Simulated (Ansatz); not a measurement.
hcp Hf, treated with BLYP (Ansatz, a quantum-chemistry and plane-wave program, plane waves, PAW).

Run with plane-wave cutoff 520 eV, 18×18×12 k mesh (along the axes of the cell as run), Fermi–Dirac smearing 0.05 eV, scalar-relativistic PAW data made under PBE.

Energies at three volumes about the minimum:

```
V (Å³/atom)  E − E_lowest (meV/atom)
-----------  -----------------------
22.655                          3.04
23.118                          0.00
23.580                          2.86
```

**Question.** Fit a parabola by hand: where is the minimum, and what is the bulk modulus?

**Answer.** Slopes: (0.00 − 3.04)/(23.118 − 22.655) = -6.566 and (2.86 − 0.00)/(23.580 − 23.118) = 6.190 meV/Å³. Curvature E″ = 2 × (6.190 − (-6.566))/(23.580 − 22.655) = 27.581 meV/Å⁶. From the middle of the first interval, the slope vanishes at V0 = 22.8865 − (-6.566)/27.581 = 23.125 Å³/atom. B = V0 E″ = 23.125 × 27.581 meV/Å³ × 0.1602 GPa per meV/Å³ = 102 GPa. The full Birch–Murnaghan fit to all volumes gives V0 = 23.118 Å³/atom and B0 = 102 GPa.

Shape and atoms are relaxed at each volume.

Measured, for comparison: bulk modulus 110 GPa (zero-point energy and finite temperature contributions removed; as tabulated in doi:10.1021/acs.jctc.3c00612). Computed (rounded) less measured: bulk modulus -7 %.

Note: the bulk modulus comes from volumes at which shape and atoms were relaxed.
